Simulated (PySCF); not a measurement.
Species: C5H7N.
Structure used (PBE0-D3(BJ)/def2-SVP), in Å, numbered top down from 1:
```
atom  x, y, z in Å
C1    -1.7313   -0.6685    0.2896
C2    -0.9885    0.6151    0.4482
C3     0.2488    0.9108    0.0369
C4     1.1780   -0.0064   -0.7114
C5     2.4447   -0.2086   -0.0123
N6     3.4447   -0.3557    0.5507
H7    -1.1418   -1.4583   -0.1964
H8    -2.0561   -1.0488    1.2719
H9    -2.6479   -0.5179   -0.3048
H10   -1.5322    1.4111    0.9710
H11    0.6479    1.9075    0.2504
H12    1.4107    0.4126   -1.7062
H13    0.7230   -0.9928   -0.8878
```

The closed-shell ground state was solved at several levels (PySCF, density fitting, gas phase, non-relativistic).

| level | basis functions | total energy (Eh) | HOMO (eV) | LUMO (eV) | gap (eV) | dipole (D) |
| --- | --- | --- | --- | --- | --- | --- |
| B3LYP/def2-SVPD | 176 | -249.2923 | -7.54 | -0.44 | 7.10 | 4.42 |
| B3LYP/pcJ-1 | 232 | -249.4775 | -7.51 | -0.36 | 7.15 | 4.37 |
| mPW1PW91/pcSseg-2 | 314 | -249.4867 | -7.76 | -0.23 | 7.53 | 4.47 |

Problem. Estimate the row for PBE0/pcSseg-1, a basis of 137 functions; the other rows only guide the guess.

Solution. Total energy -249.1248 Eh, HOMO -7.75 eV, LUMO -0.14 eV, gap 7.61 eV, dipole 4.39 D.

Problem. Over all these levels, which gives the widest orbital gap and which the narrowest?

Solution. PBE0/pcSseg-1 (global hybrid, 25 % exact exchange) has the widest, 7.61 eV, and B3LYP/def2-SVPD (global hybrid, 20 % exact exchange) the narrowest, 7.10 eV. Functional and basis both differ between the two, so the spread mixes both effects.

Problem. How far do the dipole and the HOMO energy spread over the levels?

Solution. The dipole runs from 4.37 to 4.47 D (mean 4.41 D) and the HOMO from -7.76 to -7.51 eV.

One conformer stands for the species.
